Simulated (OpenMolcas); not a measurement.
# AlH2Cl (SMILES [H][Al]([H])[Cl]): levels of theory compared

Aim: a comparison of 6 runs (B3LYP/STO-3G, SVWN5/STO-3G, UB3LYP/STO-3G, UPBE/STO-3G, ACPF/STO-3G, CISD/STO-3G) of AlH2Cl. 

The calculation is run with OpenMolcas 26.06.

3 further runs of the same task are left out: 1 that didn't finish, 2 set aside as unsound or not needed.

### 1 Starting point

AlH2Cl: 4 atoms, total charge 0, spin state singlet. SMILES: `[H][Al]([H])[Cl]`. The Al1–H2 distance was set to 2.306 Å, away from the relaxed value. At this shape a bond of the SMILES string is far longer than usual.

Bond lengths: Al1–Cl4 2.014 Å, Al1–H3 1.538 Å. Angles: H3–Al1–Cl4 121.9°.

### 2 A single-point energy at B3LYP/STO-3G (run 1)

Input file mol.input:

```
&GATEWAY
BasLib=$CurrDir
Coord
4
angstrom
Al      -0.718818       0.069645      -0.009955
H        1.587020       0.109500       0.013310
H       -1.419688       1.438155      -0.027255
Cl      -1.754308      -1.657165       0.000645
Basis=STO-3G
Group=NoSym
&SEWARD
GridInput
Grid=UltraFine
End of Grid
&SCF
KSDFT=B3LYP
Thresholds=1e-10 1e-07 1e-07 1e-05
PrOrbitals=1 1
```

The basis set STO-3G is read from a file made from the Basis Set Exchange's data (not shown).

The run is started by

```sh
$ export MOLCAS_MEM=1860
$ pymolcas mol.input > mol.log
```

The program printed:

```text
--- Start Module: gateway ---
[...]
--- Stop Module: gateway /rc=_RC_ALL_IS_WELL_ ---
--- Start Module: seward ---
[...]
      Basis functions           20
--- Stop Module: seward /rc=_RC_ALL_IS_WELL_ ---
--- Start Module: scf ---
[...]
       Convergence after  11 Iterations
[...]
::    Total KS-DFT energy                            -695.8422032132
[...]
      Total spin, S                                     0.0000000000
[...]
      Total electronic charge=   32.000000
      Total            charge=   -0.000000
[...]
      Dipole Moment (debye):
      Origin of the operator (angstrom)=   -1.2596   -0.8522   -0.0041
                   X=  4.9161E-04               Y=  1.6806E+00               Z= -2.9584E-02           Total=  1.6808E+00
      Quadrupole Moment (debye*angstrom):
[...]
--- Stop Module: scf /rc=_RC_ALL_IS_WELL_ ---
[...]
```

Wall time 2.9 s (1 thread of AMD EPYC 9R45 (Zen 5), shared host); peak memory 0.37 GiB.

### 3 The energy at SVWN5/STO-3G (run 2)

Input file mol.inp:

```
>>> EXPORT MOLCAS_PRINT=2
&GATEWAY
BasLib
$CurrDir
Coord
4
angstrom
Al      -0.718818       0.069645      -0.009955
H        1.587020       0.109500       0.013310
H       -1.419688       1.438155      -0.027255
Cl      -1.754308      -1.657165       0.000645
Basis
STO-3G
Group
NoSym
&SEWARD
GridInput
Grid=UltraFine
End of Grid
&SCF
KSDFT
SVWN5
Thresholds
1e-10 1e-07 1e-07 1e-05
PrOrbitals
1 1
```

The basis set STO-3G is read from a file made from the Basis Set Exchange's data (not shown).

The run is started by

```sh
$ export MOLCAS_MEM=1860
$ pymolcas mol.inp > mol.log
```

The program printed:

```text
--- Start Module: gateway ---
[...]
--- Stop Module: gateway /rc=_RC_ALL_IS_WELL_ ---
--- Start Module: seward ---
[...]
      Basis functions           20
--- Stop Module: seward /rc=_RC_ALL_IS_WELL_ ---
--- Start Module: scf ---
[...]
       Convergence after  12 Iterations
[...]
::    Total KS-DFT energy                            -693.2050978375
[...]
      Total spin, S                                     0.0000000000
[...]
      Total electronic charge=   32.000000
      Total            charge=   -0.000000
[...]
      Dipole Moment (debye):
      Origin of the operator (angstrom)=   -1.2596   -0.8522   -0.0041
                   X=  1.3858E-01               Y=  1.6960E+00               Z= -2.6882E-02           Total=  1.7019E+00
      Quadrupole Moment (debye*angstrom):
[...]
--- Stop Module: scf /rc=_RC_ALL_IS_WELL_ ---
[...]
```

It took 2.5 s on 1 thread of AMD EPYC 9R45 (Zen 5), shared host; peak memory 0.37 GiB.

### 4 A single-point energy at UB3LYP/STO-3G (run 3)

Input file mol.input:

```
&GATEWAY
BASLIB
$CurrDir
COORD
4
angstrom
Al      -0.718818       0.069645      -0.009955
H        1.587020       0.109500       0.013310
H       -1.419688       1.438155      -0.027255
Cl      -1.754308      -1.657165       0.000645
BASIS
STO-3G
GROUP
NoSym
&SEWARD
GRIDINPUT
Grid=UltraFine
End of Grid
&SCF
UHF
KSDFT
B3LYP
THRESHOLDS
1e-10 1e-07 1e-07 1e-05
SCRAMBLE
0.25
PRORBITALS
1 1
```

The basis set STO-3G is read from a file made from the Basis Set Exchange's data (not shown).

The run is started by

```sh
$ export MOLCAS_MEM=1860
$ pymolcas mol.input > mol.log
```

The program printed:

```text
--- Start Module: gateway ---
[...]
--- Stop Module: gateway /rc=_RC_ALL_IS_WELL_ ---
--- Start Module: seward ---
[...]
      Basis functions           20
--- Stop Module: seward /rc=_RC_ALL_IS_WELL_ ---
--- Start Module: scf ---
[...]
       Convergence after  15 Iterations
[...]
::    Total KS-DFT energy                            -695.8422032132
[...]
      Total spin, S                                    -0.0000000000
[...]
      Total electronic charge=   32.000000
      Total            charge=   -0.000000
[...]
      Dipole Moment (debye):
      Origin of the operator (angstrom)=   -1.2596   -0.8522   -0.0041
                   X=  4.9075E-04               Y=  1.6806E+00               Z= -2.9584E-02           Total=  1.6808E+00
      Quadrupole Moment (debye*angstrom):
[...]
--- Stop Module: scf /rc=_RC_ALL_IS_WELL_ ---
[...]
```

Wall time 4.8 s (1 thread of AMD EPYC 9R45 (Zen 5), shared host); peak memory 0.37 GiB.

Runs 4 to 5 aren't shown in full; the table further down has their settings and results.

### 5 A single-point energy at CISD/STO-3G (run 6)

Input file mol.inp:

```
* AlClH2 CISD

&GATEWAY
 BASLIB
 $CurrDir
 COORD
 4
 angstrom
 Al      -0.718818       0.069645      -0.009955
 H        1.587020       0.109500       0.013310
 H       -1.419688       1.438155      -0.027255
 Cl      -1.754308      -1.657165       0.000645
 BASIS
 STO-3G
 GROUP
 NoSym

&SEWARD

&SCF
 THRESHOLDS
 1e-10 1e-07 1e-07 1e-05
 PRORBITALS
 1 1

&MOTRA
 FROZEN
 10

&GUGA
 ELECTRONS
 12
 SPIN
 1
 INACTIVE
 6
 ACTIVE
 0
 CIALL
 1

&CPF
 SDCI
```

The basis set STO-3G is read from a file made from the Basis Set Exchange's data (not shown).

The run is started by

```sh
$ export MOLCAS_MEM=1860
$ pymolcas mol.inp > mol.log
```

The program printed:

```text
--- Start Module: gateway ---
[...]
--- Stop Module: gateway /rc=_RC_ALL_IS_WELL_ ---
[...]
      Basis functions           20
[...]
       Convergence after   9 Iterations
[...]
::    Total SCF energy                               -694.6807310544
[...]
      Total spin, S                                     0.0000000000
[...]
      *** WARNING: Default frozen orbitals is overwritten by user input.
      *** Default values:   7
[...]
--- Start Module: guga ---
[...]
--- Stop Module: guga /rc=_RC_ALL_IS_WELL_ ---
--- Start Module: cpf ---
[...]
      Active orbitals                            0       0
[...]
      Spin quantum number                      0.0
[...]
     FINAL CI ENERGY          -694.76253334
     FINAL CORRELATION ENERGY   -0.08180229  REFERENCE ENERGY    -694.68073105
[...]
     REL. CI ENERGY           -694.76253334
[...]
      Total electronic charge=   32.000000
      Total            charge=   -0.000000
[...]
      Dipole Moment (debye):
      Origin of the operator (angstrom)=   -1.2596   -0.8522   -0.0041
                   X=  8.2291E-01               Y=  1.9266E+00               Z= -2.4430E-02           Total=  2.0951E+00
      Quadrupole Moment (debye*angstrom):
[...]
--- Stop Module: cpf /rc=_RC_ALL_IS_WELL_ ---
[...]
```

Run time: 1.6 s. Hardware: 1 thread of AMD EPYC 9R45 (Zen 5), shared host; peak memory 0.37 GiB.

### 6 Overview of the runs

| run | level | scramble | integration grid | energy (Eh) | dipole moment (D) of the reference | HOMO energy (eV) | LUMO energy (eV) | wall time |
| --- | --- | --- | --- | --- | --- | --- | --- | --- |
| 1 | B3LYP/STO-3G | – | UltraFine | -695.842203 | 1.68 | -4.22 | 2.02 | 2.9 s |
| 2 | SVWN5/STO-3G | – | UltraFine | -693.205098 | 1.70 | -3.15 | 1.56 | 2.5 s |
| 3 | UB3LYP/STO-3G | 0.25 | UltraFine | -695.842203 | 1.68 | -4.22 | 2.02 | 4.8 s |
| 4 | UPBE/STO-3G | 0.25 | UltraFine | -695.483512 | 1.61 | -3.26 | 1.44 | 4.5 s |
| 5 | ACPF/STO-3G | – | – | -694.771840 | 1.96 | -6.73 | 6.13 | 1.6 s |
| 6 | CISD/STO-3G | – | – | -694.762533 | 1.96 | -6.73 | 6.13 | 1.6 s |

### 7 Summary of results

```
                                           quantity          value
                                run 6: total energy  -694.76253 Eh
          run 6: dipole moment (mean-field density)         1.96 D
         run 6: HOMO energy (Hartree–Fock orbitals)       -6.73 eV
         run 6: LUMO energy (Hartree–Fock orbitals)        6.13 eV
       run 6: HOMO–LUMO gap (Hartree–Fock orbitals)       12.85 eV
run 6: correlation energy (10 core orbitals frozen)      -81.8 mEh
```

Over runs 1, 2, 3, 4 the dipole moment (its size) runs from 1.61 D (UPBE/STO-3G) to 1.70 D (SVWN5/STO-3G). Over runs 1, 2, 3, 4 the HOMO–LUMO gap runs from 4.70 eV (UPBE/STO-3G) to 6.24 eV (B3LYP/STO-3G). Totals of different functionals can't be ranked against each other. In runs 1, 2, 3, 4, 5, 6 the basis is minimal, so the values are rough. All runs together took 18 s, the longest 4.8 s.
